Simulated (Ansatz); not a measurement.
For litharge PbO, LDA (plane waves, PAW; Ansatz, a first-principles code) gives:

| Property | Value |
|---|---|
| lattice constant a | 3.944 Å |
| lattice parameter c | 4.894 Å |
| bulk modulus | 24.4 GPa |
| cohesive energy | 5.08 eV/atom |
| band gap at the measured cell | 1.16 eV |
| electronic dielectric constant ε∞ | 6.81 |
| elastic constant C11 | 80.2 GPa |
| elastic constant C44 | 20.0 GPa |
| polycrystal shear modulus | 16.8 GPa |
| formation enthalpy | -1.288 eV/atom |

Problem. What does r²SCAN (plane waves, PAW; Ansatz) give for the same quantities?

Solution. 
- lattice constant a: 3.987 Å (increases by 1.1 %)
- lattice parameter c: 5.335 Å (rises by 9.0 %)
- bulk modulus: 13.0 GPa (shrinks by 47 %)
- cohesive energy: 4.08 eV/atom (falls by 1.00 eV/atom)
- band gap at the measured cell: 1.51 eV (rises by 0.35 eV)
- high-frequency dielectric constant: 5.55 (shrinks by 19 %)
- elastic constant C11: 66.5 GPa (shrinks by 17 %)
- elastic constant C44: 12.8 GPa (decreases by 36 %)
- Voigt–Reuss–Hill shear modulus: 11.9 GPa (shrinks by 29 %)
- formation enthalpy: -1.247 eV/atom (moves by +0.041 eV/atom)

For comparison: lattice constant a 3.975 Å (measured, room temperature, no zero-point or thermal correction, our sources range from 3.964 to 3.975; as tabulated in Canepa et al. (2012), arXiv:1204.2842); lattice parameter c 5.023 Å (measured, room temperature, not corrected to a static lattice, our sources range from 4.995 to 5.023; as tabulated in Canepa et al. (2012), arXiv:1204.2842); bulk modulus 23.1 GPa (measured, temperature not stated, no zero-point or thermal correction; as tabulated in Canepa et al. (2012), arXiv:1204.2842); formation enthalpy -1.137 eV/atom (measured, 298 K, not corrected to a static lattice; as tabulated in Friedrich et al. (2018), arXiv:1811.08952).

Changes are worked out from the printed values.

Unless a cell is named, each level is at its own relaxed cell (LDA 19.03, r²SCAN 21.20 Å³/atom).

Levels without +SOC leave out spin–orbit coupling, which shifts energies and cells of such heavy elements.

Levels without +SOC have no spin–orbit coupling; where heavier elements are present it shifts gaps, mostly down, and can invert bands. Density-functional gaps are differences of (generalised) Kohn–Sham levels.

Caveats: LDA has no dispersion term either, though it tends to give short spacings of layers, chains or molecules (LDA); for a layered or molecular solid the relaxed cell lies over 5 % above the published volume, where the minimum can be shallow (r²SCAN); the cell comes from a level without a dispersion term, which matters for the spacing of layers, chains or molecules (r²SCAN). Ansatz's density-functional and Hartree–Fock values are scalar-relativistic unless marked +SOC, with PAW data made under PBE.
